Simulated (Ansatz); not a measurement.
What does this script print? It uses Ansatz's Python interface.

`f2si.xyz`
```text
3

F     0.14735    1.31247    0.22629
Si   -0.57136   -0.04441   -0.31699
F     0.42401   -1.26805    0.09070
```

`energy_f2si.py`
```python
'''Electronic structure of the F2Si molecule.'''

import ansatz
import numpy as np

molecule = ansatz.Crystal.molecule_from_extxyz('f2si.xyz')

calc = molecule.calculation().basis(gaussian='6-31G*').functional('PBE0').forces()
done = calc.run(threads=1, backend='cpu')
report = done.report

print(f'E = {report["free_energy_ev"]:.6f} eV = {report["free_energy_ev"] / 27.211386246:.7f} Ha')
print('converged:', report['converged'], ' doubts:', report['published_state_doubts'] or 'none')

field = report['mean_field']
print('<S^2> =', round(abs(field['state']['spin_squared']), 4), ' all-electron relativity setting:', field['relativity'])
print('passes:', field['passes'])
if 'symmetry' in field:
    print('occupied orbitals by irrep:', field['symmetry']['occupied'])

symbols = [site.symbol for site in molecule.cartesian_sites]
print('forces (eV/A)')
for symbol, f in zip(symbols, report['forces_ev_ang']):
    print(f'  {symbol:2s} {f[0]:9.4f} {f[1]:9.4f} {f[2]:9.4f}')

charges = report['charge_distribution']
print('dipole moment', round(4.803205 * float(np.linalg.norm(charges['dipole_moment_e_ang'])), 3), 'D')
print('Mulliken:', [(s, round(q, 3)) for s, q in zip(symbols, charges['mulliken_charges_e'])])
```

```console
$ python energy_f2si.py
E = -13304.362376 eV = -488.9262993 Ha
converged: True  doubts: none
<S^2> = 0.0  all-electron relativity setting: none
passes: {'evaluations': 13, 'products': 9}
occupied orbitals by irrep: [{"A'": 13, "A''": 3}, {"A'": 13, "A''": 3}]
forces (eV/A)
  F    -0.0214   -0.7172   -0.0914
  Si    0.2027    0.0056    0.1114
  F    -0.1813    0.7115   -0.0200
dipole moment 0.804 D
Mulliken: [('F', -0.373), ('Si', 0.745), ('F', -0.373)]
```

What to keep in mind:
- Total energies depend on the basis set; only differences at equal settings carry meaning.
- The geometry is a force-field or estimated start, not a minimum of this method, and the basis set is short of its limit.
- Finished in 1.3 s on 1 thread of Intel(R) Xeon(R) Platinum 8488C (Sapphire Rapids), with other jobs on the host, peak memory 0.17 GiB.

(Lines on the test bed's own set-up are left out of the output.)
